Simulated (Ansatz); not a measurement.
Working through harmonic frequencies at the relaxed geometry of AlH3O2, SMILES [OH][AlH][OH]

With the Python package of Ansatz (0.2.0).

The cells in order, each with its output:

In [1]:
```python
from dataclasses import dataclass
import itertools

import ansatz as az
from ase.data import atomic_numbers, covalent_radii
import numpy as np
```

In [2]:
```python
@dataclass(frozen=True)
class Options:
    basis_set: str = "def2-SVP"
    xc: str = "r2SCAN"
    vdw: str = "d4"
```

In [3]:
```python
settings = Options()
```

In [4]:
```python
geometry = (
    az.Crystal.molecule()
    .atom("O", (-1.2356, -0.8777, -0.6936))
    .atom("Al", (0.1634, 0.2016, -0.2778))
    .atom("O", (0.7567, 0.2442, 1.4346))
    .atom("H", (-1.9889, -0.2262, -0.5721))
    .atom("H", (0.8905, 1.0668, -1.4231))
    .atom("H", (1.456, -0.4726, 1.4858))
)
```

In [5]:
```python
model = (
    geometry.calculation()
    .basis(gaussian=settings.basis_set)
    .functional(settings.xc, dispersion=settings.vdw)
)
symbols = [site.symbol for site in geometry.cartesian_sites]
start = np.array([site.position_ang for site in geometry.cartesian_sites], dtype=float)
r = model.relax(force_tolerance=0.003).run(threads=1).report
end = np.array(r["positions_ang"])
```

In [6]:
```python
# pairs closer than 1.2 times the sum of covalent radii, before or after
radius = [covalent_radii[atomic_numbers[s]] for s in symbols]
span = lambda where, i, j: np.linalg.norm(where[i] - where[j])
bonded = [(i, j) for i, j in itertools.combinations(range(len(symbols)), 2) if min(span(start, i, j), span(end, i, j)) < 1.2 * (radius[i] + radius[j])]
print("pair        before    after (A)")
for i, j in bonded:
    print(f"{symbols[i]}{i}-{symbols[j]}{j}".ljust(10), f"{span(start, i, j):8.4f} {span(end, i, j):8.4f}")
for first, second in list(itertools.combinations(bonded, 2)):
    shared = set(first) & set(second)
    if shared and symbols[(j := shared.pop())] != "H":
        i, k = sorted((set(first) | set(second)) - {j})
        u, v = end[i] - end[j], end[k] - end[j]
        angle = np.degrees(np.arccos(np.clip(u @ v / np.linalg.norm(u) / np.linalg.norm(v), -1, 1)))
        print(f"final angle {symbols[i]}{i}-{symbols[j]}{j}-{symbols[k]}{k}: {angle:.2f} deg")
```
```text
pair        before    after (A)
O0-Al1       1.8152   1.6989
O0-H3        1.0033   0.9590
Al1-O2       1.8128   1.6989
Al1-H4       1.6090   1.5663
O2-H5        1.0027   0.9590
final angle Al1-O0-H3: 130.66 deg
final angle O0-Al1-O2: 124.98 deg
final angle O0-Al1-H4: 117.51 deg
final angle O2-Al1-H4: 117.51 deg
final angle Al1-O2-H5: 130.67 deg
```

In [7]:
```python
# same settings at the minimum
minimum = az.Crystal.molecule()
for symbol, place in zip(symbols, end):
    minimum = minimum.atom(symbol, place.tolist())
vibrating = (
    minimum.calculation()
    .basis(gaussian=settings.basis_set)
    .functional(settings.xc, dispersion=settings.vdw)
    .phonons(temperatures=(200, 600, 100))
)
vib = vibrating.run(threads=1).report["vibrations"]
sums = vib["harmonic_sums"]
modes = [m["omega_inv_cm"] for m in sums["modes_at_gamma"] if m["rigid_motion"] == "no"]
for number, w in enumerate(modes, start=1):
    print(f"mode {number:2d} {w:9.1f} 1/cm {w / 8065.544 * 1000:8.2f} meV")
print("imaginary modes:", sum(w < 0 for w in modes), " zero-point energy:", round(sums["zero_point_energy_ev"], 4), "eV")
print("T (K)   F_vib (eV)   S_vib (meV/K)   C_vib (meV/K)")
for row in zip(sums["temperatures_k"], sums["vibrational_free_energy_ev"], vib["entropy_ev_per_k"], vib["heat_capacity_ev_per_k"]):
    print(f"{row[0]:6.1f} {row[1]:11.4f} {1000 * row[2]:13.4f} {1000 * row[3]:15.4f}")
```
```text
mode  1     253.4 1/cm    31.42 meV
mode  2     305.1 1/cm    37.82 meV
mode  3     362.3 1/cm    44.92 meV
mode  4     440.6 1/cm    54.63 meV
mode  5     520.5 1/cm    64.53 meV
mode  6     531.4 1/cm    65.89 meV
mode  7     698.2 1/cm    86.57 meV
mode  8     807.5 1/cm   100.12 meV
mode  9     941.0 1/cm   116.66 meV
mode 10    2026.2 1/cm   251.22 meV
mode 11    3961.1 1/cm   491.11 meV
mode 12    3963.9 1/cm   491.46 meV
imaginary modes: 0  zero-point energy: 0.9182 eV
T (K)   F_vib (eV)   S_vib (meV/K)   C_vib (meV/K)
 200.0      0.9101        0.1446          0.3010
 300.0      0.8879        0.3001          0.4649
 400.0      0.8503        0.4492          0.5684
 500.0      0.7985        0.5838          0.6359
 600.0      0.7340        0.7041          0.6835
```

The frequencies are harmonic and unscaled, in a modest basis. The result belongs to the one conformer reached from this start, and soft torsions count as harmonic oscillators. It ran for 65 s on 1 thread of Arm Neoverse V2, on a shared host, peak memory 0.2 GiB.

(Lines on the test bed's own set-up are left out of the output.)
